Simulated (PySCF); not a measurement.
Ionisation energies (eV) were calculated with PySCF 2.14 by UHF, LDA, PBE, in another order, as differences of total energies without spin-orbit coupling. The measured values are between term centres (NIST).

```csv
species,measured,A,B,C
"Be (cc-pVTZ, non-relativistic)",9.323,8.995,9.023,8.045
"P (cc-pV(T+d)Z, non-relativistic)",10.526,10.485,10.581,9.912
"Ar (cc-pV(T+d)Z, non-relativistic)",15.819,15.699,15.995,14.571
"Ti (cc-pVTZ-DK, spin-free X2C)",6.828,6.691,6.929,5.557
"Cu (cc-pVTZ-DK, spin-free X2C)",7.726,8.315,8.560,6.574
"As (cc-pVTZ-PP with ECP10MDF, ECP)",10.008,9.843,9.989,9.424
"Yb (cc-pVTZ-X2C, spin-free X2C)",6.254,6.332,6.540,5.138
"Pb⁺ (cc-pVTZ-PP with ECP60MDF, ECP)",13.869,13.694,13.904,13.185
```

Question: Which column is which method?

Answer: A is PBE (mean error -0.04 eV); B is LDA (mean error 0.15 eV); C is UHF (mean error -0.99 eV). PBE, with gradient corrections, lies close to experiment on average, with errors of both signs. LDA overbinds the outer electron and comes out highest. Hartree-Fock lacks the correlation of the electron removed and comes out lowest.
